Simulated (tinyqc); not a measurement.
Inside a calculation. Method: Hueckel theory of the pi electrons, for the molecule C=CC1=CC1=C (SMILES; centres numbered as the heavy atoms are written). Computed by tinyqc, a small Python program that keeps every step. Settings: charge = 0. Command: `OMP_NUM_THREADS=1 python tinyqc.py 31575 31576 out.jsonl` (the two numbers bound the seeds that draw the settings). One thread of a shared host (Intel(R) Xeon(R) Processor @ 2.60GHz), about 0.01 s of CPU time with the checks.

## The Hueckel matrix

Centres:
```
centre  z_r, pi electrons of the neutral centre        h
1C                                            1  0.00000
2C                                            1  0.00000
3C                                            1  0.00000
4C                                            1  0.00000
5C                                            1  0.00000
6C                                            1  0.00000
```

Bonds:
```
i  j  k
1  2  1
2  3  1
3  4  1
4  5  1
5  6  1
5  3  1
```

H_rr = alpha + h_r beta, H_rs = k_rs beta for bonded centres.

Hueckel matrix in units of beta (H = alpha + beta A), order 1C, 2C, 3C, 4C, 5C, 6C:
$$\begin{pmatrix}
0.00000 & 1.00000 & 0.00000 & 0.00000 & 0.00000 & 0.00000 \\
1.00000 & 0.00000 & 1.00000 & 0.00000 & 0.00000 & 0.00000 \\
0.00000 & 1.00000 & 0.00000 & 1.00000 & 1.00000 & 0.00000 \\
0.00000 & 0.00000 & 1.00000 & 0.00000 & 1.00000 & 0.00000 \\
0.00000 & 0.00000 & 1.00000 & 1.00000 & 0.00000 & 1.00000 \\
0.00000 & 0.00000 & 0.00000 & 0.00000 & 1.00000 & 0.00000
\end{pmatrix}$$

## Orbitals

pi electrons, sum of z_r less the charge = 6

Diagonalise; E = alpha + x beta with beta < 0, so the largest x are filled first; degenerate levels share their electrons. P = sum n_i c_ri c_si; each orbital has its largest coefficient positive (the first on a tie).

x values: [2.33420, 1.09958, 0.27421, -0.59452, -1.37379, -1.73968]

occupations: [2.00000, 2.00000, 2.00000, 0.00000, 0.00000, 0.00000]

coefficients, order 1C, 2C, 3C, 4C, 5C, 6C:
$$\begin{pmatrix}
0.12681 & 0.58574 & 0.34120 & 0.62740 & 0.20123 & 0.30048 \\
0.29601 & 0.64407 & 0.09356 & -0.37300 & -0.27644 & -0.52273 \\
0.56413 & 0.12247 & -0.31555 & -0.40564 & 0.17855 & 0.60891 \\
0.47535 & -0.18429 & -0.38897 & 0.51428 & -0.56102 & -0.09779 \\
0.54543 & -0.32511 & 0.20889 & 0.09989 & 0.59217 & -0.43878 \\
0.23367 & -0.29567 & 0.76179 & -0.16802 & -0.43105 & 0.25222
\end{pmatrix}$$

charge and bond-order matrix P, order 1C, 2C, 3C, 4C, 5C, 6C:
$$\begin{pmatrix}
0.95118 & 0.89344 & 0.07122 & -0.36076 & -0.09998 & 0.23274 \\
0.89344 & 1.02240 & 0.43269 & -0.02876 & -0.05680 & -0.09998 \\
0.07122 & 0.43269 & 0.86562 & 0.73665 & 0.40393 & -0.28954 \\
-0.36076 & -0.02876 & 0.73665 & 0.82244 & 0.47587 & -0.26150 \\
-0.09998 & -0.05680 & 0.40393 & 0.47587 & 0.89366 & 0.76541 \\
0.23274 & -0.09998 & -0.28954 & -0.26150 & 0.76541 & 1.44470
\end{pmatrix}$$

## Energy, charges, bond orders

E = sum n x; q_r = z_r - P_rr; bond order p = P_rs; free valence = sqrt(3) - sum of p over the bonds of the atom.

pi energy = 6 alpha + this times beta = 7.41598

pi charges: 1C 0.04882, 2C -0.02240, 3C 0.13438, 4C 0.17756, 5C 0.10634, 6C -0.44470

Bond orders and lengths from R = 1.517 - 0.180 p (angstrom, C-C alone):
```
bond        p        R
1-2   0.89344  1.35618
2-3   0.43269  1.43912
3-4   0.73665  1.38440
4-5   0.47587  1.43134
5-6   0.76541  1.37923
5-3   0.40393  1.44429
```

free valence of the carbons: 1C 0.83861, 2C 0.40593, 3C 0.15878, 4C 0.51953, 5C 0.08684, 6C 0.96664

gap between the highest filled and the next level = 0.86873 |beta|
